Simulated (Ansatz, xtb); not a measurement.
## Worked example: CH2F2O → CHFO + HF

Species: CH2F2O `OC(F)F`, singlet; CHFO (formyl fluoride) `O=CF`, singlet; HF (hydrogen fluoride), singlet. 

Shapes, held fixed at every level: PBE0-D4/def2-TZVP. Flexible molecules stand in one conformer, not always the lowest. Programs: Ansatz 0.2.0, xtb 6.7.1. The zero-point and thermal change to 298 K, harmonic and unscaled (PBE0-D4/def2-TZVP), is -12.2 kJ/mol.

At CCSD(T)/CBS estimate; 1 Eh = 2625.50 kJ/mol:

| species | energy (Eh) |
| --- | --- |
| CH2F2O | -314.016096 |
| CHFO | -213.608266 |
| HF | -100.395703 |

Problem. Work out ΔH(298 K) of the reaction at this level.

Solution. 
1. Products less reactants: (-213.608266) + (-100.395703) − [(-314.016096)] = 0.012127 Eh = +31.8 kJ/mol.
2. With the thermal change: +31.8 + (-12.2) = +19.6 kJ/mol.

Other levels give +20.3 (CCSD(T)/def2-TZVPP) to +68.1 kJ/mol (SPW92/def2-TZVPP). No measured value is set beside it here. The CBS estimate extrapolates MP2 from def2-TZVPP and def2-QZVPP and adds CCSD(T) − MP2 in the triple-zeta set, cores frozen.
